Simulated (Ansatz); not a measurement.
# A relaxation, step by step

SiN2H8 (SMILES N.[SiH3]N), singlet, PBE0-D4/def2-TZVP (Ansatz 0.2.0). Settings:

```yaml
hamiltonian: {xc: pbe0, dispersion: d4}
relax: {f_tol: 0.005, max_steps: 200}
```

Start (the SMILES describes the start alone):

N1  (0.035, -0.005, -2.140)
H2  (0.790, 0.061, -2.836)
H3  (-0.650, -0.666, -2.533)
H4  (-0.431, 0.913, -2.151)
Si5  (-0.337, 0.263, 1.802)
N6  (0.853, -0.416, 0.732)
H7  (0.204, 0.279, 3.209)
H8  (-0.603, 1.679, 1.357)
H9  (-1.699, -0.410, 1.888)
H10  (0.639, -0.346, -0.286)
H11  (1.199, -1.352, 0.959)
(Å)

```
               step  energy less the last (meV)  largest force component (eV/Å)
                  1                        63.6                           0.901
                  2                        13.4                           0.378
                  3                         7.3                           0.147
                  4                         3.7                           0.129
 5 (rejected trial)                         7.3                           0.203
                  6                         0.8                           0.009
                  7                         0.5                           0.007
                  8                         0.2                           0.035
                  9                         0.2                           0.021
                 10                         0.1                           0.010
11 (rejected trial)                         0.2                           0.030
                 12                         0.0                           0.004
                 13                         0.0                           0.004
                 14                         0.0                           0.003
                 15                         0.0                           0.001
```

Step 8, positions (Å) and forces (eV/Å):

```tsv
atom	x	y	z	Fx	Fy	Fz
N1	0.033	0.020	-2.228	-0.004	-0.004	-0.006
H2	0.837	0.076	-2.841	-0.004	0.001	0.005
H3	-0.633	-0.610	-2.659	0.005	0.007	0.002
H4	-0.392	0.939	-2.208	0.003	-0.003	-0.001
Si5	-0.343	0.260	1.844	-0.022	0.001	0.021
N6	0.759	-0.472	0.760	0.003	-0.002	0.004
H7	0.287	0.368	3.191	-0.012	0.002	-0.035
H8	-0.664	1.620	1.325	0.005	-0.028	0.015
H9	-1.654	-0.441	2.047	0.033	0.021	-0.008
H10	0.570	-0.417	-0.240	-0.004	0.000	0.000
H11	1.201	-1.342	1.008	-0.003	0.006	0.004
```

Step 9, positions (Å) and forces (eV/Å):

| atom | x | y | z | Fx | Fy | Fz |
| --- | --- | --- | --- | --- | --- | --- |
| N1 | 0.031 | 0.018 | -2.229 | -0.002 | -0.003 | 0.001 |
| H2 | 0.837 | 0.074 | -2.839 | -0.001 | 0.003 | 0.001 |
| H3 | -0.634 | -0.609 | -2.664 | 0.000 | 0.002 | -0.001 |
| H4 | -0.393 | 0.937 | -2.207 | 0.003 | -0.001 | -0.002 |
| Si5 | -0.344 | 0.260 | 1.845 | -0.004 | -0.008 | -0.005 |
| N6 | 0.756 | -0.473 | 0.759 | -0.003 | 0.021 | 0.000 |
| H7 | 0.286 | 0.363 | 3.190 | -0.004 | -0.003 | -0.013 |
| H8 | -0.661 | 1.622 | 1.333 | 0.003 | -0.008 | 0.001 |
| H9 | -1.657 | -0.436 | 2.043 | 0.016 | 0.006 | 0.001 |
| H10 | 0.568 | -0.422 | -0.241 | -0.008 | 0.003 | 0.003 |
| H11 | 1.211 | -1.335 | 1.011 | 0.001 | -0.012 | 0.013 |

Step 14, positions (Å) and forces (eV/Å):

```json
{"atom": "N1", "x": "0.029", "y": "0.019", "z": "-2.226", "Fx": "-0.002", "Fy": "0.000", "Fz": "-0.003"}
{"atom": "H2", "x": "0.846", "y": "0.079", "z": "-2.821", "Fx": "-0.001", "Fy": "-0.001", "Fz": "0.001"}
{"atom": "H3", "x": "-0.636", "y": "-0.590", "z": "-2.687", "Fx": "0.003", "Fy": "0.003", "Fz": "0.002"}
{"atom": "H4", "x": "-0.384", "y": "0.943", "z": "-2.192", "Fx": "0.000", "Fy": "-0.002", "Fz": "0.001"}
{"atom": "Si5", "x": "-0.343", "y": "0.259", "z": "1.842", "Fx": "0.000", "Fy": "0.000", "Fz": "0.001"}
{"atom": "N6", "x": "0.754", "y": "-0.481", "z": "0.758", "Fx": "-0.001", "Fy": "-0.002", "Fz": "0.000"}
{"atom": "H7", "x": "0.299", "y": "0.395", "z": "3.177", "Fx": "-0.001", "Fy": "0.000", "Fz": "-0.002"}
{"atom": "H8", "x": "-0.679", "y": "1.607", "z": "1.307", "Fx": "0.000", "Fy": "-0.001", "Fz": "0.000"}
{"atom": "H9", "x": "-1.644", "y": "-0.447", "z": "2.068", "Fx": "0.001", "Fy": "0.001", "Fz": "0.000"}
{"atom": "H10", "x": "0.555", "y": "-0.441", "z": "-0.240", "Fx": "0.001", "Fy": "0.001", "Fz": "0.001"}
{"atom": "H11", "x": "1.203", "y": "-1.344", "z": "1.016", "Fx": "0.000", "Fy": "0.000", "Fz": "0.000"}
```

Last step (15):

```
11
angstrom
N 0.0293 0.0193 -2.2258
H 0.8467 0.0796 -2.8205
H -0.6371 -0.5870 -2.6882
H -0.3817 0.9446 -2.1893
Si -0.3436 0.2588 1.8410
N 0.7534 -0.4825 0.7578
H 0.3005 0.3997 3.1754
H -0.6818 1.6048 1.3022
H -1.6433 -0.4484 2.0711
H 0.5550 -0.4431 -0.2402
H 1.2026 -1.3458 1.0166
```

Hardware: 4 CPU threads of an Arm Neoverse V2, shared host. Wall time about 17 s.
